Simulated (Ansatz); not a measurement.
hcp Co, treated with LDA (Ansatz, an electronic-structure program, PAW).

Run with plane-wave cutoff 500 eV, 14×14×1 k mesh (along the axes of the cell as run), Fermi–Dirac smearing 0.1 eV, scalar-relativistic PAW data made under PBE.

**Question.** Estimate the surface energy of the (11-20) face and work function of the (11-20) face that the calculation returns.

**Answer.** 
- surface energy of the (11-20) face = 3.26 J/m²
- work function of the (11-20) face = 4.80 eV

The slab of 20 atoms is relaxed and unreconstructed.

Static lattice: no zero-point or thermal effects.

Cost on a shared machine: about 4 core-hours (a rough figure).
